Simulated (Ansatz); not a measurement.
A Ga7Si cell: elements on a hcp lattice, relaxed.

```
Si Ga
1.0
     2.72585   -5.45808    0.02733
     2.69232    5.43834    0.20317
     0.39732    0.17278   10.19598
Si Ga
2 14
Direct
  0.69718 0.96831 0.59466
  0.49089 0.93859 0.13899
  0.25234 0.17524 0.12911
  0.43734 0.18509 0.63835
  0.99924 0.42762 0.13267
  0.19062 0.48995 0.61077
  0.73618 0.70910 0.09333
  0.91156 0.70906 0.64347
  0.59204 0.17206 0.37294
  0.72542 0.39450 0.89126
  0.11545 0.17330 0.40455
  0.24910 0.41947 0.87888
  0.59340 0.70164 0.35768
  0.72530 0.94725 0.84898
  0.06908 0.68159 0.36619
  0.21875 0.89614 0.89270
```

Computed with DFT PBE, scalar-relativistic, plane waves, PAW (Ansatz 0.2.0).

Plane waves to 420 eV, a k mesh through Γ of 7×7×3 on the computed 16-atom cell and Gaussian smearing (0.10 eV); no spin polarisation.

**Question.** Describe its local order.

**Answer.** Counting as bonded all pairs within 1.2 times the summed covalent radii:

```csv
atom → neighbour,mean count,mean length (Å),spread (Å)
Ga → Ga,4.14,2.80,0.07
Ga → Si,0.86,2.69,0.07
Si → Ga,6.00,2.69,0.07
```

Angles between all pairs of such bonds at an atom (mean ± spread): 104 ± 32° at Ga, 104 ± 33° at Si.

**Question.** Does it have a gap?

**Answer.** It has no gap on the mesh. Levels at Γ next to the Fermi level (eV from it): -2.44, -2.08, -1.10, -0.93, -0.48, -0.15, 0.20, 0.34, 0.67, 0.99, 1.74, 2.09. It lies 0.11 eV/atom above the elements' standard states (static lattices, no corrections for gases).

The final mesh leaves forces up to 0.20 eV/Å and stresses up to 0.7 GPa: the relaxation ran on a coarser mesh, so the cell's shape, its bonds and its energy belong partly to that mesh.

The relaxation stopped before its thresholds.

Cost: 2 runs of about 12 core-minutes in all (earlier runs that led there not counted), on Intel Xeon 6975P-C (Granite Rapids) (shared hosts).